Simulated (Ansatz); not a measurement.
# C2H4OS: basis-set convergence

Aim: see how fast density functionals converge with the basis set for C2H4OS.

Method: one geometry, several basis sets; program: Ansatz 0.2.0, Gaussian basis.

Levels to be run: PBE0-D4/def2-SVP; ωB97M-V/def2-SVP; PBE0-D4/def2-QZVPP; ωB97M-V/def2-QZVPP; the functionals' def2-TZVPP values are taken from earlier runs.

### Step 1. The geometry

The geometry comes from an earlier relaxation with PBE0-D4 in a triple-zeta def2 set; it is a stationary point, not always the lowest conformer.

SMILES `OCC=S`, 8 atoms, charge 0, spin multiplicity 1.

Atoms are counted from 1 here; the program's logs count them from 0.

Bond lengths: O1–C2 1.384 Å, O1–H5 0.973 Å, C2–C3 1.484 Å, C2–H6 1.104 Å, C2–H7 1.104 Å, C3–S4 1.609 Å, C3–H8 1.092 Å. Angles: C2–O1–H5 106.4°, O1–C2–C3 115.3°, O1–C2–H6 110.9°, O1–C2–H7 110.9°, C3–C2–H6 107.0°, C3–C2–H7 107.0°, H6–C2–H7 105.3°, C2–C3–S4 123.9°, C2–C3–H8 114.9°, S4–C3–H8 121.2°.

Coordinates:

```xyz
8
charge 0, multiplicity 1
O    -1.05550    0.87016    0.63053
C     0.24515    0.47674    0.37050
C     0.38437   -0.69924   -0.52453
S    -0.86102   -1.48954   -1.16845
H    -1.63166    0.25611    0.14252
H     0.77711    0.23403    1.30662
H     0.82092    1.29972   -0.08715
H     1.41274   -1.00507   -0.72594
```

### Step 2. PBE0-D4 in def2-SVP

Contents of in.yaml:

```yaml
crystal:
  periodic: [false, false, false]
  atoms:
    - {symbol: O, position_ang: [-1.055501, 0.870155, 0.630525]}
    - {symbol: C, position_ang: [0.245154, 0.476736, 0.370503]}
    - {symbol: C, position_ang: [0.384368, -0.699241, -0.524529]}
    - {symbol: S, position_ang: [-0.861023, -1.489536, -1.168447]}
    - {symbol: H, position_ang: [-1.631660, 0.256114, 0.142517]}
    - {symbol: H, position_ang: [0.777111, 0.234025, 1.306623]}
    - {symbol: H, position_ang: [0.820916, 1.299717, -0.087153]}
    - {symbol: H, position_ang: [1.412736, -1.005069, -0.725938]}
basis:
  gaussian: {orbitals: def2-SVP}
hamiltonian: {xc: pbe0, dispersion: d4}
output: {orbitals: {seedname: orbitals}}
```

The run is started by

```
$ ansatz run in.yaml --threads 2 --pin off --events-out ev --progress --plain --max-ram 4352MiB
```

The runs that follow: ωB97M-V in def2-SVP; PBE0-D4 in def2-QZVPP; ωB97M-V in def2-QZVPP.

Before running them: what should the planned runs give, taken together? Wanted: PBE0-D4: double and triple zeta above quadruple; ωB97M-V: double and triple zeta above quadruple.

**Answer**, as computed:

| quantity | value |
| --- | --- |
| PBE0-D4: double and triple zeta above quadruple | 9.22, 0.57 eV |
| ωB97M-V: double and triple zeta above quadruple | 9.35, 0.54 eV |

In words: PBE0-D4 gains 8.65 eV from double to triple zeta, then 0.57 eV more. Total energies overstate the basis error of differences, where much of it tends to cancel.
